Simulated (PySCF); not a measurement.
Molecule: `C#C/C=C\C#N`, C₅H₃N.

Mapped SMILES: `[CH:1]#[C:2]/[CH:3]=[CH:4]\[C:5]#[N:6]` (H(Xn): hydrogen on atom n).

Spin–spin couplings on one PBE0-D3(BJ)/def2-SVP geometry, PySCF 2.14.0 with density-fitted response routines, gas phase, non-relativistic, equivalent pairs averaged; isotopes ¹³C, ¹H; basis pcJ-1.

How do the couplings (Hz) change with the functional? Times are CPU seconds on shared hosts with different chips, so compare them loosely.

Answers


| functional | functions | ¹J(C1,H(C1)) | ¹J(C1,C2) | ¹J(C4,H(C4)) | ¹J(C3,H(C3)) | ¹J(C2,C3) | ¹J(C4,C5) | ¹J(C3,C4) | core-s |
| --- | --- | --- | --- | --- | --- | --- | --- | --- | --- |
| LDA | 192 | 223.9 | 186.0 | 142.7 | 136.6 | 78.2 | 70.3 | 62.0 | 14 |
| PBE | 192 | 259.9 | 201.3 | 168.8 | 162.4 | 92.0 | 81.5 | 76.9 | 23 |
| KT2 | 192 | 286.8 | 185.7 | 182.8 | 175.6 | 80.3 | 67.8 | 66.4 | 24 |
| B3LYP | 192 | 281.8 | 217.2 | 184.9 | 177.7 | 103.8 | 95.0 | 87.5 | 49 |
| PBE0 | 192 | 267.7 | 213.0 | 176.8 | 170.2 | 102.3 | 92.8 | 87.2 | 29 |
| B97-2 | 192 | 257.3 | 210.5 | 168.2 | 161.9 | 100.1 | 90.9 | 83.8 | 27 |
| BHandHLYP | 192 | 303.2 | 244.5 | 205.3 | 197.8 | 128.0 | 119.2 | 115.4 | 21 |
| CAM-B3LYP | 192 | 277.6 | 218.7 | 183.6 | 176.7 | 104.5 | 97.0 | 88.9 | 25 | Left out for a near triplet instability: HF/pcJ-1.
